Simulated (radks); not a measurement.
**Valence configurations of P²⁺**

An exercise on one series of results from a longer session: the logs are not shown, and one member is left open.

The numbers are computed with radks (a radial shooting solver on a logarithmic mesh, Libxc functionals) version 1 (scalar-relativistic Kohn-Sham, PBEsol, spin-polarised, spherical densities, point nucleus; open shells are filled with parallel spins first), except any that are marked as measured or tabulated.

### Starting point

| Item | Value |
| --- | --- |
| element | phosphorus (Z = 15) |
| charge | +2 |
| electrons | 13 |
| configuration | [Ne] 3s2 3p1 |
| others tried | 3p3; 3s1 3p2; 3s1.5 3p1.5; 3s0.5 3p2.5 |

The outer shells:

P²⁺
```
[Ne] core
3s [↑↓]
3p [↑ ][  ][  ]
```

The first run:

Settings of this run:

```text
Z 15
configuration [Ne] 3s2 3p1
relativity scalar-relativistic
functional pbe_sol,pbe_sol
spin polarised
nucleus point
c 137.035999084
```

Among the steps run: [Ne] 3s2 3p1.

One of the session's tables, all rows but one given; the rest of the session is left out.

It belongs to the step «[Ne] 3s2 3p1». From the orbitals of this run (lengths in bohr):

```
  level     <r>  outermost maximum (interpolated)  90 % within  nodes
  2s up  0.5199                             0.419        0.817      1
2s down  0.5197                             0.419        0.816      1
  2p up  0.4847                             0.354        0.810      0
2p down  0.4844                             0.354        0.810      0
  3s up   1.742                              1.52         2.59      2
3s down   1.745                              1.51         2.60      2
  3p up       ?                                 ?            ?      ?
3p down   1.976                              1.67         3.01      1
```

Q: Estimate the row for 3p up from the others.

As computed: <r>: 1.961; outermost maximum (interpolated): 1.68; 90 % within: 2.97; nodes: 1. In the column «<r>» it lies between 3s down (1.745) and 3p down (1.976).
